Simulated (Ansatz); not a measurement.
Abridged output of a molecular run in Ansatz:

```
Functional definition: HF
2128 factors; integrals over basis functions are off by at most 1.1e-3 eV
mean field evaluation 1: about -9383.2439 eV, gradient 4.9e1 eV
mean field evaluation 2: about -9383.6126 eV, gradient 5.0e1 eV
mean field evaluation 4: about -9389.0594 eV, gradient 6.5e0 eV
mean field evaluation 8: about -9389.1817 eV, gradient 5.5e-1 eV
mean field evaluation 16: about -9389.1835 eV, gradient 2.4e-6 eV
mean field -9389.18348918 eV, -345.0461290101 hartree, gradient 2.4e-6 eV, S^2 0.000000; 0 other end points of the search recorded, 0 dependent functions left out
7 core orbitals not correlated: weight in the atoms' cores, before any rotation towards them, 1.000 or more for the frozen orbitals, at most 0.000 for the correlated occupied ones
reference -9389.18348918 eV, -345.0461290101 hartree; 21, 21 occupied and 329, 329 virtual orbitals, 2128 factors
second order -35.77702743 eV of doubles, -0.00000000 eV of singles
cycle   1  -36.02754469 eV  change   -2.5e-1 eV  update   1.3e-1
cycle   2  -36.89815239 eV  change   -8.7e-1 eV  update   4.0e-2
cycle   3  -37.11059749 eV  change   -2.1e-1 eV  update   2.1e-2
cycle   4  -37.09427207 eV  change    1.6e-2 eV  update   4.9e-3
cycle   5  -37.09330646 eV  change    9.7e-4 eV  update   2.3e-3
cycle   6  -37.09414236 eV  change   -8.4e-4 eV  update   6.7e-4
cycle   7  -37.09372548 eV  change    4.2e-4 eV  update   2.7e-4
cycle   8  -37.09362272 eV  change    1.0e-4 eV  update   9.2e-5
cycle   9  -37.09366809 eV  change   -4.5e-5 eV  update   3.4e-5
perturbative correction -1.51598998 eV, -0.0557116041 hartree
Total energy: -9427.79314724 eV, -346.4650077734 hartree
```

Its atoms:

Z-matrix (Å, degrees):
```
C
C 1 1.518
H 1 1.092 2 111.2
H 1 1.094 2 111.3 3 120.0
H 1 1.094 2 111.3 3 -120.0
C 2 1.516 1 112.1 3 -180.0
H 2 1.093 1 110.3 3 58.2
H 2 1.093 1 110.3 3 -58.2
C 6 1.502 2 113.4 1 -180.0
H 6 1.096 2 111.2 1 -58.5
H 6 1.096 2 111.3 1 58.5
O 9 1.201 6 125.8 2 0.3
O 9 1.341 6 111.0 2 -179.7
C 13 1.423 9 115.3 6 -180.0
H 14 1.091 13 110.7 9 60.3
H 14 1.088 13 105.9 9 -179.9
H 14 1.091 13 110.7 9 -60.2
```

(1) Which basis set was used?
A. def2-TZVPP
B. cc-pV(D+d)Z
C. cc-pV(Q+d)Z
D. def2-QZVPP

(2) Write the keys of the input that set method, charge and spin (a neutral closed shell needs none for the last two).

Answers

(1) A. It gives 357 functions.

(2) 
```yaml
correlation: {method: ccsd_t}
```
